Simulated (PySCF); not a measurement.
**H3NO (hydroxylamine): M06-2X/STO-3G**

What is the vertical singlet–triplet gap of H3NO (hydroxylamine) at M06-2X/STO-3G? Input form: a Python script.

The results are computed with PySCF 2.14.0.

9 further runs of the same task are left out: 9 set aside as unsound or not needed.

## Step 1: Starting point

H3NO: 5 atoms, total charge 0, spin state singlet. As SMILES, `NO`. Geometry: relaxed at GFN2-xTB. This is one conformer, not always the lowest.

Bond lengths: N1–O2 1.432 Å, N1–H3 1.020 Å, N1–H4 1.020 Å, O2–H5 0.966 Å. Angles: N1–O2–H5 105.0°, O2–N1–H3 105.6°, O2–N1–H4 105.6°, H3–N1–H4 107.4°.

## Step 2: The energy at M06-2X/STO-3G

The input, mol.xyz:

```xyz
5

N     -0.178910    -0.366440    -0.312920
O      0.371730     0.674250     0.501760
H     -0.161770    -1.206140     0.265260
H     -1.156690    -0.114310    -0.454620
H      1.125640     1.012630     0.000530
```

The input, job.py:

```python
from pyscf import gto, dft

system = gto.M(
    atom='mol.xyz',
    basis='sto-3g',
    charge=0,
    spin=0,
    max_memory=1860,
    verbose=4,
)

mf = dft.RKS(system)
mf.xc = 'm06-2x'
mf.grids.level = 5
mf.conv_tol = 1e-10
mf.kernel()
if not mf.converged:
    mf = mf.newton().run(mf.mo_coeff, mf.mo_occ)

e_final = mf.e_tot
print('E(%s) = %.9f' % ('M06-2X', e_final))
```

Command:

```bash
$ OMP_NUM_THREADS=1 python job.py
```

Standard output:

```text
PySCF version 2.14.0

[INPUT] num. atoms = 5
[INPUT] num. electrons = 18
[INPUT] charge = 0
[INPUT] spin (= nelec alpha-beta = 2S) = 0
[INPUT] symmetry False subgroup None
[INPUT] Mole.unit = angstrom
[INPUT] Symbol           X                Y                Z      unit          X                Y                Z       unit  Magmom
[INPUT]  1 N     -0.178910000000  -0.366440000000  -0.312920000000 AA   -0.338090900946  -0.692471241086  -0.591333098899 Bohr   0.0
[INPUT]  2 O      0.371730000000   0.674250000000   0.501760000000 AA    0.702467892285   1.274147839488   0.948188980262 Bohr   0.0
[INPUT]  3 H     -0.161770000000  -1.206140000000   0.265260000000 AA   -0.305700995171  -2.279274267883   0.501268751802 Bohr   0.0
[INPUT]  4 H     -1.156690000000  -0.114310000000  -0.454620000000 AA   -2.185827311023  -0.216014593299  -0.859107290750 Bohr   0.0
[INPUT]  5 H      1.125640000000   1.012630000000   0.000530000000 AA    2.127151314855   1.913593365518   0.001001554846 Bohr   0.0

nuclear repulsion = 39.3019440603771
number of shells = 9
number of NR pGTOs = 39
number of NR cGTOs = 13
basis = sto-3g
ecp = {}

******** <class 'pyscf.dft.rks.RKS'> ********
method = RKS
initial guess = minao
damping factor = 0
level_shift factor = 0
DIIS = <class 'pyscf.scf.diis.CDIIS'>
diis_start_cycle = 1
diis_space = 8
diis_damp = 0
SCF conv_tol = 1e-10
SCF conv_tol_grad = None
SCF max_cycles = 50
direct_scf = True
direct_scf_tol = 1e-13
XC library pyscf.dft.libxc version 7.0.0
    S. Lehtola, C. Steigemann, M. J.T. Oliveira, and M. A.L. Marques.,  SoftwareX 7, 1–5 (2018)
XC functionals = m06-2x
    Y. Zhao and D. G. Truhlar.,  Theor. Chem. Acc. 120, 215 (2008)
    Y. Zhao and D. G. Truhlar.,  Theor. Chem. Acc. 120, 215 (2008)
radial grids:
    Treutler-Ahlrichs [JCP 102, 346 (1995); DOI:10.1063/1.469408] (M4) radial grids

becke partition: Becke, JCP 88, 2547 (1988); DOI:10.1063/1.454033
pruning grids: <function nwchem_prune>
grids dens level: 5
symmetrized grids: False
atomic radii adjust function: <function treutler_atomic_radii_adjust>
small_rho_cutoff = 0
Set gradient conv threshold to 1e-05
Initial guess from minao.
tot grids = 155712
init E= -130.013785826307
  HOMO = -0.250924038374528  LUMO = 0.161193154269585  gap/eV = 11.21428
cycle= 1 E= -129.867560735353  delta_E= 0.146  |g|= 0.324  |ddm|= 2.64
  HOMO = -0.125261082530495  LUMO = 0.421729879995919  gap/eV = 14.88438
cycle= 2 E= -129.900743774106  delta_E= -0.0332  |g|= 0.166  |ddm|= 0.729
  HOMO = -0.198774450561291  LUMO = 0.360738482586968  gap/eV = 15.22512
cycle= 3 E= -129.909303981737  delta_E= -0.00856  |g|= 0.0257  |ddm|= 0.219
  HOMO = -0.212207777333524  LUMO = 0.35228458513138  gap/eV = 15.36062
cycle= 4 E= -129.909528337919  delta_E= -0.000224  |g|= 0.00571  |ddm|= 0.0438
  HOMO = -0.210642484030252  LUMO = 0.354467155096254  gap/eV = 15.37742
cycle= 5 E= -129.909541128581  delta_E= -1.28e-05  |g|= 0.000588  |ddm|= 0.0106
  HOMO = -0.210697748177116  LUMO = 0.354363372768381  gap/eV = 15.37610
cycle= 6 E= -129.909541443122  delta_E= -3.15e-07  |g|= 8.38e-05  |ddm|= 0.00261
  HOMO = -0.210688501332461  LUMO = 0.354374839170767  gap/eV = 15.37616
cycle= 7 E= -129.909541448678  delta_E= -5.56e-09  |g|= 4.63e-06  |ddm|= 0.00036
  HOMO = -0.210688398947519  LUMO = 0.354375024160006  gap/eV = 15.37616
cycle= 8 E= -129.909541448696  delta_E= -1.82e-11  |g|= 6.79e-07  |ddm|= 1.53e-05
  HOMO = -0.210688468516788  LUMO = 0.354374834687516  gap/eV = 15.37616
Extra cycle  E= -129.909541448696  delta_E= -2.56e-13  |g|= 1.87e-07  |ddm|= 1.9e-06
converged SCF energy = -129.909541448696
E(M06-2X) = -129.909541449
```

Wall time 2.6 s (1 thread of Arm Neoverse V1, shared host); peak memory 0.18 GiB.

## Step 3: The triplet

The input, input.py:

```python
from pyscf import gto, dft

system = gto.Mole()
system.atom = '''
N       -0.178910      -0.366440      -0.312920
O        0.371730       0.674250       0.501760
H       -0.161770      -1.206140       0.265260
H       -1.156690      -0.114310      -0.454620
H        1.125640       1.012630       0.000530
'''
system.spin = 2
system.basis = 'sto-3g'
system.max_memory = 1860
system.verbose = 3
system.build()

mf = dft.UKS(system, xc='m06-2x')
mf.conv_tol = 1e-10
mf.grids.level = 5
mf.kernel()
if not mf.converged:
    mf = mf.newton().run(mf.mo_coeff, mf.mo_occ)

e_tot = mf.e_tot
print('Final energy', e_tot)
```

Command:

```bash
$ OMP_NUM_THREADS=1 python input.py
```

Standard output:

```text
WARN: HOMO 0.161193154269585 >= LUMO -0.25092403837453

WARN: HOMO 0.256556326588894 >= LUMO 0.0884460721497246

WARN: HOMO 0.140612193621826 >= LUMO 0.0604312977069147

WARN: HOMO 0.114242261757142 >= LUMO 0.0403124445642866

WARN: HOMO 0.115008920398334 >= LUMO 0.0470676879344506

WARN: HOMO 0.113492431166154 >= LUMO 0.0468787512867467

WARN: HOMO 0.113428612882831 >= LUMO 0.0468982705443718

WARN: HOMO 0.115828825039394 >= LUMO 0.0529132060761401

WARN: HOMO 0.115276566822602 >= LUMO 0.0509079754297324

WARN: HOMO 0.113934789778366 >= LUMO 0.0456258215634106

WARN: HOMO 0.114042419051271 >= LUMO 0.0460686608701694

WARN: HOMO 0.114076490320985 >= LUMO 0.046256417543829

WARN: HOMO 0.114019964757705 >= LUMO 0.0459567271887138

WARN: HOMO 0.11404192146959 >= LUMO 0.0460581080465728

WARN: HOMO 0.11404872220488 >= LUMO 0.0460861554303434

WARN: HOMO 0.114047526657538 >= LUMO 0.0460838431494227

WARN: HOMO 0.114047779689675 >= LUMO 0.0460840358534448

converged SCF energy = -129.587227523813  <S^2> = 2.0039901  2S+1 = 3.0026589
Final energy -129.5872275238128
```

Wall time 6.9 s (1 thread of Arm Neoverse V1, shared host); peak memory 0.19 GiB.

## Step 4: Summary of results

Level: M06-2X/STO-3G.

| quantity | value |
| --- | --- |
| singlet: total energy | -129.90954 Eh |
| singlet: dipole moment | 0.37 D |
| singlet: HOMO energy | -5.73 eV |
| singlet: LUMO energy | 9.64 eV |
| singlet: HOMO–LUMO gap | 15.38 eV |
| triplet: total energy | -129.58723 Eh |
| triplet: dipole moment | 1.18 D |
| triplet: ⟨S²⟩ | 2.004 |
| vertical energy of the triplet above the singlet | 8.771 eV |

What this shows: At this shape the triplet lies 8.77 eV (202 kcal/mol) above the singlet. In a minimal basis such a difference can be off by several eV, whatever the method. Mulliken charges (triplet) run from -0.25 on O2 to +0.17 on H4; they depend strongly on the basis.
